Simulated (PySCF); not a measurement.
PySCF input (M06-2X/def2-TZVPD):

```python
from pyscf import gto, scf, dft

mol = gto.M(
    atom='''
    N     0.00050850    0.05505915    0.21829074
    C     0.00176132    1.42665324    0.07760598
    C     1.21886028   -0.65170039   -0.11593847
    C    -1.22078552   -0.64895999   -0.11094661
    H     0.93451484    1.93798604    0.26489020
    H    -0.92906689    1.94007936    0.26870335
    H     1.36171805   -0.73955939   -1.20323368
    H     1.19291628   -1.65514888    0.31148623
    H     2.07484105   -0.12021475    0.29928959
    H    -1.36828861   -0.73649284   -1.19764770
    H    -2.07386374   -0.11555460    0.30777843
    H    -1.19534696   -1.65246620    0.31637296
    ''',
    basis='def2-tzvpd',
    charge=0,
    spin=1,
    verbose=4,
)

mf = dft.UKS(mol, xc='m062x').density_fit(auxbasis='def2-universal-jkfit')
mf.grids.level = 4
mf.conv_tol = 1e-9
mf.max_cycle = 100
mf.max_memory = 1500
mf.kernel()
if not mf.converged:
    mf = mf.newton()
    mf.kernel(mf.make_rdm1())
for _ in range(2):
    mo, _, stable, _ = mf.stability(return_status=True)
    if stable:
        break
    mf.kernel(mf.make_rdm1(mo, mf.mo_occ))
mf.analyze()
```

Output:

```
PySCF version 2.14.0

[INPUT] verbose = 4
[INPUT] num. atoms = 12
[INPUT] num. electrons = 33
[INPUT] charge = 0
[INPUT] spin (= nelec alpha-beta = 2S) = 1
[INPUT] symmetry False subgroup None
[INPUT] Mole.unit = angstrom
[INPUT] Symbol           X                Y                Z      unit          X                Y                Z       unit  Magmom
[INPUT]  1 N      0.000508500000   0.055059150000   0.218290740000 AA    0.000960925734   0.104046714151   0.412509714129 Bohr   0.0
[INPUT]  2 C      0.001761320000   1.426653240000   0.077605980000 AA    0.003328412418   2.695983898323   0.146654047828 Bohr   0.0
[INPUT]  3 C      1.218860280000  -0.651700390000  -0.115938470000 AA    2.303312113311  -1.231535252372  -0.219091955601 Bohr   0.0
[INPUT]  4 C     -1.220785520000  -0.648959990000  -0.110946610000 AA   -2.306950289635  -1.226356646900  -0.209658707349 Bohr   0.0
[INPUT]  5 H      0.934514840000   1.937986040000   0.264890200000 AA    1.765977106942   3.662262848830   0.500569931081 Bohr   0.0
[INPUT]  6 H     -0.929066890000   1.940079360000   0.268703350000 AA   -1.755681973501   3.666218650321   0.507775740253 Bohr   0.0
[INPUT]  7 H      1.361718050000  -0.739559390000  -1.203233680000 AA    2.573274173377  -1.397564699950  -2.273782119053 Bohr   0.0
[INPUT]  8 H      1.192916280000  -1.655148880000   0.311486230000 AA    2.254285058735  -3.127778078581   0.588623666273 Bohr   0.0
[INPUT]  9 H      2.074841050000  -0.120214750000   0.299289590000 AA    3.920881336505  -0.227172953633   0.565575357033 Bohr   0.0
[INPUT] 10 H     -1.368288610000  -0.736492840000  -1.197647700000 AA   -2.585690732262  -1.391769760303  -2.263226146715 Bohr   0.0
[INPUT] 11 H     -2.073863740000  -0.115554600000   0.307778430000 AA   -3.919034488266  -0.218366546434   0.581616939749 Bohr   0.0
[INPUT] 12 H     -1.195346960000  -1.652466200000   0.316372960000 AA   -2.258878378231  -3.122708548101   0.597858247618 Bohr   0.0

nuclear repulsion = 130.675878576402
number of shells = 92
number of NR pGTOs = 296
number of NR cGTOs = 220
basis = def2-tzvpd
ecp = {}

******** <class 'pyscf.df.df_jk.DFUKS'> ********
method = DFUKS
initial guess = minao
damping factor = 0
level_shift factor = 0
DIIS = <class 'pyscf.scf.diis.CDIIS'>
diis_start_cycle = 1
diis_space = 8
diis_damp = 0
SCF conv_tol = 1e-09
SCF conv_tol_grad = None
SCF max_cycles = 100
direct_scf = False
number electrons alpha = 17  beta = 16
XC library pyscf.dft.libxc version 7.1.2
    S. Lehtola, C. Steigemann, M. J. T. Oliveira, and M. A. L. Marques,  SoftwareX 7, 1–5 (2018)
XC functionals = m062x
    Y. Zhao and D. G. Truhlar,  Theor. Chem. Acc. 120, 215 (2008)
    Y. Zhao and D. G. Truhlar,  Theor. Chem. Acc. 120, 215 (2008)
radial grids:
    Treutler-Ahlrichs [JCP 102, 346 (1995); DOI:10.1063/1.469408] (M4) radial grids

becke partition: Becke, JCP 88, 2547 (1988); DOI:10.1063/1.454033
pruning grids: <function nwchem_prune>
grids dens level: 4
symmetrized grids: False
atomic radii adjust function: <function treutler_atomic_radii_adjust>
small_rho_cutoff = 0
Set gradient conv threshold to 3.16228e-05
tot grids = 239368
[...]
  beta  nocc = 16  HOMO = -0.318681311215101  LUMO = -0.00590035668910702
  HOMO = -0.190295991043  LUMO = -0.00590035668911  gap/eV = 5.01766
Extra cycle  E= -173.790506309063  delta_E= -5.29e-12  |g|= 4.81e-06  |ddm|= 1.91e-05
converged SCF energy = -173.790506309063  <S^2> = 0.75456241  2S+1 = 2.0045572
uhf_internal: lowest eigs of H = [0.25894098 0.31509976 0.32725272]
<class 'pyscf.df.df_jk.DFUKS'> wavefunction is stable in the internal stability analysis
**** SCF Summaries ****
Total Energy =                        -173.790506309063005
Nuclear Repulsion Energy =             130.675878576401885
One-electron Energy =                 -491.395476102266912
Two-electron Energy =                  186.929091216802021
Two-electron Coulomb Energy =          213.014300230063014
DFT Exchange-Correlation Energy =      -26.085209013261007
HOMO-LUMO gap [eV] =                     5.017660786818192
**** MO energy ****
                             alpha | beta                alpha | beta
MO #1   energy= -14.766699593165   | -14.7626408623533  occ= 1 | 1
MO #2   energy= -10.5611970397366  | -10.5612402371926  occ= 1 | 1
MO #3   energy= -10.5611834156341  | -10.561226226058   occ= 1 | 1
MO #4   energy= -10.5377923650459  | -10.5323139035089  occ= 1 | 1
MO #5   energy= -1.0537717043703   | -1.04003182138951  occ= 1 | 1
MO #6   energy= -0.813440621504206 | -0.811564647058691 occ= 1 | 1
MO #7   energy= -0.797665119023373 | -0.783824914100368 occ= 1 | 1
MO #8   energy= -0.666612450546111 | -0.651280035941326 occ= 1 | 1
MO #9   energy= -0.555766096461477 | -0.549573194855698 occ= 1 | 1
MO #10  energy= -0.551567744989183 | -0.540396657006466 occ= 1 | 1
MO #11  energy= -0.539387539267945 | -0.526742996958676 occ= 1 | 1
MO #12  energy= -0.466411068138298 | -0.464449673453275 occ= 1 | 1
MO #13  energy= -0.451921983422638 | -0.446686146088772 occ= 1 | 1
MO #14  energy= -0.442867023549438 | -0.441222928311222 occ= 1 | 1
MO #15  energy= -0.438386031994718 | -0.431359281560467 occ= 1 | 1
MO #16  energy= -0.363360262989474 | -0.318681311215101 occ= 1 | 1
MO #17  energy= -0.190295991043428 | -0.00590035668910702 occ= 1 | 0
MO #18  energy= 0.0210756553852254 | 0.0225161660998772 occ= 0 | 0
MO #19  energy= 0.0422372289058646 | 0.0392345846325588 occ= 0 | 0
MO #20  energy= 0.051072564992006  | 0.0431698862217944 occ= 0 | 0
MO #21  energy= 0.082475250256079  | 0.0787700206800454 occ= 0 | 0
MO #22  energy= 0.0894686789315746 | 0.0846229747188233 occ= 0 | 0
MO #23  energy= 0.0966032617988922 | 0.0850272148112893 occ= 0 | 0
MO #24  energy= 0.0996468234769671 | 0.0939592898328828 occ= 0 | 0
MO #25  energy= 0.121861588633471  | 0.116516280782121  occ= 0 | 0
MO #26  energy= 0.129528201617992  | 0.11852493766369   occ= 0 | 0
MO #27  energy= 0.142982645824431  | 0.133405447219291  occ= 0 | 0
MO #28  energy= 0.143484265460664  | 0.139409621358317  occ= 0 | 0
MO #29  energy= 0.156589982741677  | 0.149919770401728  occ= 0 | 0
MO #30  energy= 0.173008405529342  | 0.155836926777546  occ= 0 | 0
MO #31  energy= 0.180104844196897  | 0.156731859490783  occ= 0 | 0
MO #32  energy= 0.185737241157503  | 0.172927894029022  occ= 0 | 0
MO #33  energy= 0.207217934865102  | 0.194139838432539  occ= 0 | 0
MO #34  energy= 0.208878666697957  | 0.20447721718161   occ= 0 | 0
MO #35  energy= 0.212374723242895  | 0.204627323494716  occ= 0 | 0
MO #36  energy= 0.23997637130988   | 0.240413174267297  occ= 0 | 0
MO #37  energy= 0.252791262313798  | 0.246925683191482  occ= 0 | 0
MO #38  energy= 0.253622137074891  | 0.247383764392253  occ= 0 | 0
MO #39  energy= 0.267533166614216  | 0.255080132961348  occ= 0 | 0
MO #40  energy= 0.272196919434224  | 0.261583653286645  occ= 0 | 0
MO #41  energy= 0.272281920428297  | 0.269716881372295  occ= 0 | 0
MO #42  energy= 0.273899014736476  | 0.274358931565664  occ= 0 | 0
MO #43  energy= 0.282927311745717  | 0.28025780999038   occ= 0 | 0
MO #44  energy= 0.285639288968914  | 0.2810160553434    occ= 0 | 0
MO #45  energy= 0.298999457623337  | 0.284554075356055  occ= 0 | 0
MO #46  energy= 0.303783691900223  | 0.287830390074732  occ= 0 | 0
MO #47  energy= 0.313239264613765  | 0.301807591060553  occ= 0 | 0
MO #48  energy= 0.318362591694731  | 0.308565095743346  occ= 0 | 0
MO #49  energy= 0.329898522954457  | 0.319195907457176  occ= 0 | 0
MO #50  energy= 0.336613827748227  | 0.327123158227023  occ= 0 | 0
MO #51  energy= 0.33768830528705   | 0.334023552715225  occ= 0 | 0
MO #52  energy= 0.353855405102475  | 0.346000877487332  occ= 0 | 0
MO #53  energy= 0.357359026867204  | 0.350896799287332  occ= 0 | 0
MO #54  energy= 0.367159621481177  | 0.359528863025547  occ= 0 | 0
MO #55  energy= 0.374176425939694  | 0.373230675399562  occ= 0 | 0
MO #56  energy= 0.377915070112268  | 0.373610039369325  occ= 0 | 0
MO #57  energy= 0.39424506879776   | 0.38068760094324   occ= 0 | 0
MO #58  energy= 0.401064118710865  | 0.387892374353945  occ= 0 | 0
MO #59  energy= 0.413125490996559  | 0.39797527037698   occ= 0 | 0
MO #60  energy= 0.413834458013422  | 0.401562766460121  occ= 0 | 0
MO #61  energy= 0.424306598946133  | 0.401575417362549  occ= 0 | 0
MO #62  energy= 0.428995178408732  | 0.410897307961276  occ= 0 | 0
MO #63  energy= 0.435094437711516  | 0.430044888847838  occ= 0 | 0
MO #64  energy= 0.443215444134959  | 0.430787949006431  occ= 0 | 0
MO #65  energy= 0.467459085967699  | 0.44793357726582   occ= 0 | 0
MO #66  energy= 0.4715804244282    | 0.460272962979193  occ= 0 | 0
MO #67  energy= 0.488643674800789  | 0.473795145232589  occ= 0 | 0
MO #68  energy= 0.488815398996893  | 0.4830871498344    occ= 0 | 0
MO #69  energy= 0.491763032310096  | 0.483454018125285  occ= 0 | 0
MO #70  energy= 0.509787933852985  | 0.485061319749311  occ= 0 | 0
MO #71  energy= 0.514346993762067  | 0.488920223978117  occ= 0 | 0
MO #72  energy= 0.515185817718538  | 0.503674885919679  occ= 0 | 0
MO #73  energy= 0.519108571708895  | 0.5140038202909    occ= 0 | 0
MO #74  energy= 0.545995376367451  | 0.530371100913269  occ= 0 | 0
MO #75  energy= 0.549174858553441  | 0.539493034713402  occ= 0 | 0
MO #76  energy= 0.570416247087907  | 0.564976338309367  occ= 0 | 0
MO #77  energy= 0.584069568813387  | 0.570378287048842  occ= 0 | 0
MO #78  energy= 0.593574091897717  | 0.575943861591959  occ= 0 | 0
MO #79  energy= 0.632909935357885  | 0.611427168543329  occ= 0 | 0
MO #80  energy= 0.660930120579672  | 0.648939849488861  occ= 0 | 0
MO #81  energy= 0.661505980521998  | 0.653113072886856  occ= 0 | 0
MO #82  energy= 0.69000523170554   | 0.686867272880508  occ= 0 | 0
MO #83  energy= 0.691051380164714  | 0.687093654113182  occ= 0 | 0
MO #84  energy= 0.722394299256343  | 0.716047555527709  occ= 0 | 0
MO #85  energy= 0.727191025143077  | 0.720954415919625  occ= 0 | 0
MO #86  energy= 0.739189159605461  | 0.73023597980313   occ= 0 | 0
MO #87  energy= 0.747474356452339  | 0.740708038274309  occ= 0 | 0
MO #88  energy= 0.751921800780365  | 0.746950803619702  occ= 0 | 0
MO #89  energy= 0.755654460805081  | 0.747002276321405  occ= 0 | 0
MO #90  energy= 0.771535201574951  | 0.770726264151755  occ= 0 | 0
MO #91  energy= 0.773904124979527  | 0.77253373609056   occ= 0 | 0
MO #92  energy= 0.813527578107919  | 0.802032341119383  occ= 0 | 0
MO #93  energy= 0.820665211434391  | 0.809783919183837  occ= 0 | 0
MO #94  energy= 0.822573169996851  | 0.812372392510508  occ= 0 | 0
MO #95  energy= 0.856449622520925  | 0.855664493600031  occ= 0 | 0
MO #96  energy= 0.875179389238752  | 0.870258129757363  occ= 0 | 0
MO #97  energy= 0.879100286353236  | 0.872103640970133  occ= 0 | 0
MO #98  energy= 0.966130244532014  | 0.960092727669725  occ= 0 | 0
MO #99  energy= 0.996500959462857  | 0.987668873291911  occ= 0 | 0
MO #100 energy= 1.0064679878899    | 1.00405280679692   occ= 0 | 0
MO #101 energy= 1.02407523684717   | 1.02162632283833   occ= 0 | 0
MO #102 energy= 1.02710007973493   | 1.02244910448766   occ= 0 | 0
MO #103 energy= 1.07200209532994   | 1.06902377350221   occ= 0 | 0
MO #104 energy= 1.08828066144317   | 1.08686601327678   occ= 0 | 0
[...]
```

It need not be the lowest isomer of its formula.
